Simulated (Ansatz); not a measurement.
```yaml
crystal:
  periodic: [false, false, false]
  atoms:
    - {symbol: W, position_ang: [0.003021, 0.033435, -0.106381]}
    - {symbol: O, position_ang: [-0.028692, 1.761337, 0.571635]}
    - {symbol: F, position_ang: [-0.005071, -1.806833, 0.548011]}
basis:
  gaussian: {orbitals: def2-TZVP}
magnetization: {spin_polarized: true, initial_magnetization: 5}
hamiltonian: {xc: pbe0}
relax: {f_tol: 0.004, max_steps: 80}
```

```sh
$ ansatz run in.yaml --threads 1 --pin off --events-out ev --progress --plain --max-ram 2176MiB
```

Steps of the relaxation (energy above the last step; positions in Å, forces in eV/Å):

```
3
step 1, 231.2 meV
W     0.003    0.033   -0.106    0.053   -4.377   -0.812
O    -0.029    1.761    0.572   -0.058    3.205    1.243
F    -0.005   -1.807    0.548    0.006    1.172   -0.431
```

```
3
step 2, 9.0 meV
W     0.003   -0.017   -0.107    0.006   -0.809   -0.011
O    -0.029    1.811    0.582   -0.008    0.470    0.156
F    -0.005   -1.806    0.539    0.002    0.339   -0.145
```

```
3
step 3, 0.3 meV
W     0.003   -0.030   -0.098    0.001    0.031   -0.039
O    -0.029    1.823    0.580   -0.001    0.056    0.014
F    -0.005   -1.805    0.531    0.000   -0.086    0.024
```

```
3
step 4, 0.0 meV
W     0.003   -0.030   -0.096   -0.001    0.006    0.016
O    -0.029    1.827    0.579    0.000   -0.009   -0.009
F    -0.005   -1.810    0.531    0.000    0.003   -0.007
```

```
3
step 6, 0.0 meV
W     0.003   -0.030   -0.092    0.000    0.000    0.000
O    -0.029    1.829    0.577    0.000    0.000    0.000
F    -0.004   -1.812    0.528    0.000    0.000    0.000
```

Close pairs at the end: W1–F3 1.887 Å, W1–O2 1.976 Å.

A stationary point of unrestricted PBE0 after 6 steps, with ⟨S²⟩ = 8.759 against 8.75 for a pure state; no frequencies were run, so it isn't proven a minimum. 72 s on 1 thread of Intel Xeon Platinum 8259CL, shared host.
